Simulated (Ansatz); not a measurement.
# How far each method lies from UCCSDT(Q) for Al–C–OH⁺, doublet

Geometry: that of the Al–C–OH, triplet, kept fixed.

```yaml
atoms:
  - { symbol: Al, position_ang: [0.0000, -0.1626, 2.2201] }
  - { symbol: C, position_ang: [0.0000, -0.0757, 0.2890] }
  - { symbol: O, position_ang: [0.0000, -0.2918, -0.9987] }
  - { symbol: H, position_ang: [0.0000, 0.5301, -1.5104] }
```

Basis cc-pVDZ; Ansatz 0.2.0. Only valence electrons are correlated (noble-gas cores frozen), which leaves 13 electrons in 44 orbitals. R marks a restricted (for open shells ROHF) determinant, U an unrestricted one. Active spaces: frontier = (9e, 9o) about the gap.

Full CI isn't at hand for all of this; UCCSDT(Q) serves as the reference, and is uncertain by the last step of the cluster series or more. The frozen core follows each run's orbitals, which can shift R against U totals by a few meV.

Unrestricted rows (U) aren't spin-pure: their determinants' ⟨S²⟩ exceeds S(S+1) by up to 0.43, so they mix in states of higher spin. For open shells CISD is restricted-active-space CI with the open shells as a complete middle space.

The UHF ⟨S²⟩ is 1.176. The T1 diagnostic (RCCSD) is 0.0311, the largest doubles amplitude (RCCSD) is 0.084 and the T1 diagnostic (UCCSD) is 0.0777.

```
   level  E − E(RHF) (eV)
     UHF          -0.2289
    RMP2          -8.7180
    UMP2          -8.5518
   RCCSD          -9.5772
   UCCSD          -9.5668
RCCSD(T)          -9.9017
UCCSD(T)          -9.8963
```

Problem. Estimate how far UCCSDT(Q) in cc-pVDZ lies from RCCSD(T). The table doesn't fix it; the size of (T) and the diagnostics are the guide.

Solution. UCCSDT(Q) in cc-pVDZ lies 6.0 kJ/mol below RCCSD(T), which is 19 % of the (T) step (-31.3 kJ/mol). T1 is raised, but (T) still catches most of what CCSD lacks. The miss exceeds 1 kcal/mol.

The other levels:

```csv
level,E − E(UCCSDT(Q)) (kJ/mol),share of correlation (%),wall time
CISD,132.9,86.18,3.3 s
BCCD(T),5.8,99.39,3.1 s
RCCSDT,3.0,99.69,–
UCCSDT,3.1,99.68,–
RCCSDT(Q),0.8,99.92,54 s
CASSCF (frontier space),592.1,38.41,–
MRCISD (frontier space),61.0,93.65,–
MRCISD+Q (frontier space),8.3,99.13,11 s
```

The correlation energy at UCCSDT(Q), counted from RHF, is -9.964 eV. That run took 68 s on 1 thread of AMD EPYC 9R45, shared host.

Times hold each run's SCF and search for its determinant on a shared host, so for small cases they say little of a method's own cost; they ran on 1 thread of AMD EPYC 9R45. Some runs computed forces too.
